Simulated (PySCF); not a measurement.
Molecule: Propynyl Isocyanide, C4H3N.

Molfile (atoms numbered from 1):
```
C4H3N
     RDKit          3D

  8  7  0  0  0  0  0  0  0  0999 V2000
    3.6265    0.2077    0.4923 C   0  0  0  0  0  0  0  0  0  0  0  0
    2.4559    0.1357    0.3369 N   0  0  0  0  0  0  0  0  0  0  0  0
    1.1606    0.0580    0.1628 C   0  0  0  0  0  0  0  0  0  0  0  0
   -0.0399   -0.0133    0.0014 C   0  0  0  0  0  0  0  0  0  0  0  0
   -1.4740   -0.1006   -0.1911 C   0  0  0  0  0  0  0  0  0  0  0  0
   -1.8553   -1.0827    0.1293 H   0  0  0  0  0  0  0  0  0  0  0  0
   -1.7381    0.0361   -1.2513 H   0  0  0  0  0  0  0  0  0  0  0  0
   -1.9974    0.6733    0.3915 H   0  0  0  0  0  0  0  0  0  0  0  0
  1  2  3  0
  2  3  1  0
  3  4  3  0
  4  5  1  0
  5  6  1  0
  5  7  1  0
  5  8  1  0
M  CHG  2   1  -1   2   1
M  END
```

Spin–spin couplings on one PBE0-D3(BJ)/def2-SVP geometry, PySCF, gas phase, non-relativistic, equivalent pairs averaged; isotopes $^{13}$C, $^{1}$H, $^{15}$N; basis pcJ-1.

Q: How do the couplings (Hz) change with the functional? Times are CPU seconds on shared hosts with different chips, so compare them loosely.

A: 
```tsv
functional	functions	$^{1}J$(C3,C4)	$^{1}J$(C5,H6)	$^{1}J$(C4,C5)	$^{1}J$(N2,C3)	$^{2}J$(C3,C5)	$^{2}J$(H6,H7)	$^{2}J$(C1,C3)	core-s
LDA	165	234.4	105.7	59.3	-47.1	14.2	-11.8	-10.1	5.9
PBE	165	250.1	127.9	72.6	-50.4	15.6	-16.4	-12.9	9.7
KT2	165	233.4	135.7	60.6	-42.7	13.4	-22.5	-17.3	10
B3LYP	165	267.3	140.1	82.0	-59.9	15.7	-18.7	-10.8	17
PBE0	165	263.1	132.5	79.2	-58.5	14.6	-19.2	-11.5	12
B97-2	165	257.2	126.2	78.9	-57.7	15.1	-16.5	-14.4	11
BHandHLYP	165	293.4	151.5	94.5	-72.5	13.3	-23.3	-11.9	12
CAM-B3LYP	165	269.6	137.6	81.0	-62.2	15.8	-19.3	-8.6	15
``` Left out for a near triplet instability: HF/pcJ-1.
